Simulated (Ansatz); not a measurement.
Geometry optimisation, Ansatz, RKS BLYP-D4/def2-SVP.

input.yaml

```yaml
crystal:
  periodic: [false, false, false]
  atoms:
    - { symbol: Al, position_ang: [0.0, 0.0, 0.0] }
    - { symbol: Cl, position_ang: [0.0, 0.0, 2.58] }
    - { symbol: H, position_ang: [1.351, 0.0, -0.78] }
    - { symbol: F, position_ang: [-1.4635, 0.0, -0.845] }
    - { symbol: H, position_ang: [0.0777, -1.7634, 0.5865] }
    - { symbol: H, position_ang: [0.0662, -1.5022, 1.5585] }
basis:
  gaussian: { orbitals: def2-SVP }
hamiltonian:
  xc: blyp
  dispersion: d4
relax:
  f_tol: 0.15
  max_steps: 25
  restrain:
    - { distance: [0, 4], at: 1.56, k: 30.0 }
    - { distance: [5, 1], at: 1.37, k: 30.0 }
    - { distance: [0, 1], at: 3.43, k: 30.0 }
    - { distance: [5, 4], at: 1.86, k: 30.0 }
```

Run as:

```bash
$ ansatz run input.yaml --threads 1 --pin off --max-ram 2048MiB --backend cpu --events-out ev --progress --plain --runs-dir out
```

Task: Where does it end, and by what steps?

Result: The run converged. The restraints hold the end off the free minimum. After 7 steps the energy has fallen by 0.128 eV (the restraints' own energy left out); Al1 moved furthest, 0.66 Å. Joined: Cl2–H6 (1.82 → 1.35 Å).

```tsv
step	energy less start (eV)	largest force component (eV/Å)	accepted
0	0.0000	2.171	yes
1	0.6580	2.130	yes
2	0.5706	2.389	yes
3	0.1329	1.201	yes
4	-0.0544	1.027	yes
5	-0.0882	0.825	yes
6	-0.1147	0.916	yes
7	-0.1278	0.708	yes
```

```xyz
6
Properties=species:S:1:pos:R:3
Al 0.071 -0.470 -0.465
Cl 0.000 -0.186 2.945
H 1.368 0.273 -0.972
F -1.429 0.177 -0.856
H 0.047 -1.819 0.340
H -0.026 -1.242 2.108
```

Run time: 14 s on 1 thread of Arm Neoverse V1, with other jobs on the host, peak memory 0.12 GiB.
